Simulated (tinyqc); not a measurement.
Worked calculation (part 3 of 3): UHF in the sto-3g basis, for BH3, spin multiplicity 1. Computed by tinyqc, a small Python program that keeps every step (integrals from PySCF). Command: `OMP_NUM_THREADS=1 python tinyqc.py 30056 30057 out.jsonl` (the two numbers bound the seeds that draw the settings). One thread of a shared host (Intel(R) Xeon(R) Processor @ 2.60GHz), about 0.2 s of CPU time with the checks.

Geometry (angstrom):

| atom | x | y | z |
|---|---|---|---|
| B | 0.00000 | 0.00000 | 0.01900 |
| H | 1.42100 | 0.00000 | 0.00000 |
| H | -0.71100 | 1.23100 | 0.00000 |
| H | -0.71100 | -1.23100 | 0.00000 |

## Iteration 61 (converged): orbitals

converged F(alpha) (hartree), lower triangle:
```
           1B 1s     1B 2s    1B 2px    1B 2py   1B 2pz     2H 1s     3H 1s     4H 1s
1B 1s   -7.43078
1B 2s   -2.17678  -1.03495
1B 2px   0.00000  -0.00008  -0.09440
1B 2py   0.00000   0.00000   0.00000  -0.09420
1B 2pz  -0.00033   0.00258   0.00000   0.00000  0.24375
2H 1s   -0.32865  -0.42752  -0.34909   0.00000  0.00321  -0.28105
3H 1s   -0.32823  -0.42720   0.17452  -0.30218  0.00321  -0.07154  -0.28078
4H 1s   -0.32823  -0.42720   0.17452   0.30218  0.00321  -0.07154  -0.07150  -0.28078
```

converged F(beta) (hartree), lower triangle:
```
           1B 1s     1B 2s    1B 2px    1B 2py   1B 2pz     2H 1s     3H 1s     4H 1s
1B 1s   -7.43078
1B 2s   -2.17678  -1.03495
1B 2px   0.00000  -0.00008  -0.09440
1B 2py   0.00000   0.00000   0.00000  -0.09420
1B 2pz  -0.00033   0.00258   0.00000   0.00000  0.24375
2H 1s   -0.32865  -0.42752  -0.34909   0.00000  0.00321  -0.28105
3H 1s   -0.32823  -0.42720   0.17452  -0.30218  0.00321  -0.07154  -0.28078
4H 1s   -0.32823  -0.42720   0.17452   0.30218  0.00321  -0.07154  -0.07150  -0.28078
```

X, lower triangle:
```
           1B 1s     1B 2s    1B 2px    1B 2py   1B 2pz     2H 1s     3H 1s    4H 1s
1B 1s    1.03239
1B 2s   -0.16657   1.23110
1B 2px  -0.00001   0.00009   1.11891
1B 2py   0.00000   0.00000   0.00000   1.11874
1B 2pz   0.00036  -0.00291   0.00000   0.00000  1.00004
2H 1s    0.02415  -0.22966  -0.25310   0.00000  0.00332   1.14429
3H 1s    0.02414  -0.22943   0.12648  -0.21897  0.00331  -0.00802   1.14406
4H 1s    0.02414  -0.22943   0.12648   0.21897  0.00331  -0.00802  -0.00799  1.14406
```

Diagonalise F' = X^T F X, C = X C', fill 4 alpha and 4 beta electrons from the bottom; D(s) = C_occ C_occ^T. Each column has its largest component positive (the first on a tie).

F' = X^T F X (alpha) (hartree), lower triangle:
```
          1         2         3         4        5         6         7        8
1  -7.23952
2  -1.17962  -0.29990
3   0.00000   0.00004   0.15822
4   0.00000   0.00000   0.00000   0.15814
5   0.00024  -0.00205   0.00000   0.00000  0.24382
6  -0.00751  -0.30983  -0.39582   0.00000  0.00399   0.00103
7  -0.00740  -0.30961   0.19786  -0.34258  0.00398  -0.01724   0.00095
8  -0.00740  -0.30961   0.19786   0.34258  0.00398  -0.01724  -0.01719  0.00095
```

orbital energies (alpha) (hartree): MO1 -7.43592, MO2 -0.59680, MO3 -0.40153, MO4 -0.40137, MO5 0.24364, MO6 0.46001, MO7 0.57765, MO8 0.57801

coefficients C (alpha):
```
             MO1       MO2       MO3       MO4       MO5       MO6       MO7       MO8
1B 1s    0.99154  -0.22463   0.00008   0.00000  -0.00790  -0.24830   0.00000  -0.00030
1B 2s    0.03228   0.63620  -0.00030   0.00000   0.03347   1.13774   0.00000   0.00155
1B 2px   0.00000   0.00018   0.49820   0.00000   0.00000  -0.00113   0.00000   1.04872
1B 2py   0.00000   0.00000   0.00000   0.49822   0.00000   0.00000   1.04845   0.00000
1B 2pz  -0.00004  -0.00203   0.00000   0.00000   0.99941  -0.03602   0.00000  -0.00004
2H 1s   -0.00498   0.27633   0.54538   0.00000  -0.01453  -0.63252   0.00000  -0.80797
3H 1s   -0.00498   0.27598  -0.27291   0.47250  -0.01453  -0.63363  -0.69879   0.40280
4H 1s   -0.00498   0.27598  -0.27291  -0.47250  -0.01453  -0.63363   0.69879   0.40280
```

F' = X^T F X (beta) (hartree), lower triangle:
```
          1         2         3         4        5         6         7        8
1  -7.23952
2  -1.17962  -0.29990
3   0.00000   0.00004   0.15822
4   0.00000   0.00000   0.00000   0.15814
5   0.00024  -0.00205   0.00000   0.00000  0.24382
6  -0.00751  -0.30983  -0.39582   0.00000  0.00399   0.00103
7  -0.00740  -0.30961   0.19786  -0.34258  0.00398  -0.01724   0.00095
8  -0.00740  -0.30961   0.19786   0.34258  0.00398  -0.01724  -0.01719  0.00095
```

orbital energies (beta) (hartree): MO1 -7.43592, MO2 -0.59680, MO3 -0.40153, MO4 -0.40137, MO5 0.24364, MO6 0.46001, MO7 0.57765, MO8 0.57801

coefficients C (beta):
```
             MO1       MO2       MO3       MO4       MO5       MO6       MO7       MO8
1B 1s    0.99154  -0.22463   0.00008   0.00000  -0.00790  -0.24830   0.00000  -0.00030
1B 2s    0.03228   0.63620  -0.00030   0.00000   0.03347   1.13774   0.00000   0.00155
1B 2px   0.00000   0.00018   0.49820   0.00000   0.00000  -0.00113   0.00000   1.04872
1B 2py   0.00000   0.00000   0.00000   0.49822   0.00000   0.00000   1.04845   0.00000
1B 2pz  -0.00004  -0.00203   0.00000   0.00000   0.99941  -0.03602   0.00000  -0.00004
2H 1s   -0.00498   0.27633   0.54538   0.00000  -0.01453  -0.63252   0.00000  -0.80797
3H 1s   -0.00498   0.27598  -0.27291   0.47250  -0.01453  -0.63363  -0.69879   0.40280
4H 1s   -0.00498   0.27598  -0.27291  -0.47250  -0.01453  -0.63363   0.69879   0.40280
```

D(alpha) after iteration 61, lower triangle:
```
           1B 1s     1B 2s    1B 2px    1B 2py    1B 2pz     2H 1s     3H 1s    4H 1s
1B 1s    1.03361
1B 2s   -0.11090   0.40580
1B 2px   0.00000  -0.00004   0.24820
1B 2py   0.00000   0.00000   0.00000   0.24822
1B 2pz   0.00042  -0.00129   0.00000   0.00000   0.00000
2H 1s   -0.06697   0.17548   0.27175   0.00000  -0.00056   0.37382
3H 1s   -0.06695   0.17550  -0.13592   0.23541  -0.00056  -0.07255   0.37392
4H 1s   -0.06695   0.17550  -0.13592  -0.23541  -0.00056  -0.07255  -0.07258  0.37392
```

D(beta) after iteration 61, lower triangle:
```
           1B 1s     1B 2s    1B 2px    1B 2py    1B 2pz     2H 1s     3H 1s    4H 1s
1B 1s    1.03361
1B 2s   -0.11090   0.40580
1B 2px   0.00000  -0.00004   0.24820
1B 2py   0.00000   0.00000   0.00000   0.24822
1B 2pz   0.00042  -0.00129   0.00000   0.00000   0.00000
2H 1s   -0.06697   0.17548   0.27175   0.00000  -0.00056   0.37382
3H 1s   -0.06695   0.17550  -0.13592   0.23541  -0.00056  -0.07255   0.37392
4H 1s   -0.06695   0.17550  -0.13592  -0.23541  -0.00056  -0.07255  -0.07258  0.37392
```

## Convergence

Stop when the energy changes by less than 1e-10 hartree and every element of the error matrix X^T (F D S - S D F) X (for each spin) is below 3e-06.

Course of the cycle:

| iteration | E (hartree) | change | largest element of the error matrix |
|---|---|---|---|
| 1 | -25.6866295 | - | 2.00e-01 |
| 2 | -25.7724372 | -8.58e-02 | 1.37e-01 |
| 3 | -25.8306978 | -5.83e-02 | 9.76e-02 |
| 4 | -25.8715013 | -4.08e-02 | 6.86e-02 |
| 5 | -25.9005079 | -2.90e-02 | 4.79e-02 |
| 6 | -25.9214227 | -2.09e-02 | 3.35e-02 |
| 7 | -25.9365458 | -1.51e-02 | 2.35e-02 |
| 8 | -25.9474523 | -1.09e-02 | 1.64e-02 |
| 9 | -25.9552539 | -7.80e-03 | 1.15e-02 |
| 10 | -25.9608074 | -5.55e-03 | 8.05e-03 |
| 11 | -25.9647425 | -3.94e-03 | 5.64e-03 |
| 12 | -25.9675201 | -2.78e-03 | 3.95e-03 |
| 13 | -25.9694740 | -1.95e-03 | 2.76e-03 |
| 14 | -25.9708462 | -1.37e-03 | 1.93e-03 |
| ... | ... | ... | ... |
| 48 | -25.9740619 | -7.48e-09 | 1.05e-08 |
| 49 | -25.9740619 | -5.24e-09 | 7.33e-09 |
| 50 | -25.9740619 | -3.67e-09 | 5.13e-09 |
| 51 | -25.9740619 | -2.57e-09 | 3.59e-09 |
| 52 | -25.9740619 | -1.80e-09 | 2.51e-09 |
| 53 | -25.9740619 | -1.26e-09 | 1.76e-09 |
| 54 | -25.9740619 | -8.80e-10 | 1.23e-09 |
| 55 | -25.9740619 | -6.16e-10 | 8.62e-10 |
| 56 | -25.9740619 | -4.31e-10 | 6.03e-10 |
| 57 | -25.9740619 | -3.02e-10 | 4.22e-10 |
| 58 | -25.9740619 | -2.11e-10 | 2.96e-10 |
| 59 | -25.9740619 | -1.48e-10 | 2.07e-10 |
| 60 | -25.9740619 | -1.04e-10 | 1.45e-10 |
| 61 | -25.9740619 | -7.25e-11 | 1.01e-10 |

PySCF UHF in the same basis, after a stability check = -25.9740619 hartree

Converged in 61 iterations.

## Populations, bond orders and dipole

overlap S, lower triangle:
```
          1B 1s    1B 2s    1B 2px    1B 2py    1B 2pz    2H 1s    3H 1s    4H 1s
1B 1s   1.00000
1B 2s   0.26933  1.00000
1B 2px  0.00000  0.00000   1.00000
1B 2py  0.00000  0.00000   0.00000   1.00000
1B 2pz  0.00000  0.00000   0.00000   0.00000   1.00000
2H 1s   0.03949  0.36398   0.40371   0.00000  -0.00540  1.00000
3H 1s   0.03944  0.36372  -0.20181   0.34940  -0.00539  0.05317  1.00000
4H 1s   0.03944  0.36372  -0.20181  -0.34940  -0.00539  0.05317  0.05316  1.00000
```

Mulliken: Z minus the diagonal of D S on the atom; Loewdin: the same with S^(1/2) D S^(1/2); Mayer order: 2 sum_s sum (D(s) S)_ij (D(s) S)_ji over the two atoms.

Charges (e):

| atom | Mulliken | Loewdin | Mulliken spin |
|---|---|---|---|
| 1B | 0.22243 | 0.21724 | 0 |
| 2H | -0.07409 | -0.07236 | 0 |
| 3H | -0.07417 | -0.07244 | 0 |
| 4H | -0.07417 | -0.07244 | 0 |

Mayer bond orders:

| pair | order |
|---|---|
| 2-1 | 0.97437 |
| 3-1 | 0.97435 |
| 3-2 | 0.01007 |
| 4-1 | 0.97435 |
| 4-2 | 0.01007 |
| 4-3 | 0.01008 |

dipole moment about the origin, x y z (debye): 0.00085  0.00000  0.04832

<S^2> of the determinant (pure state: 0) = 0.00000
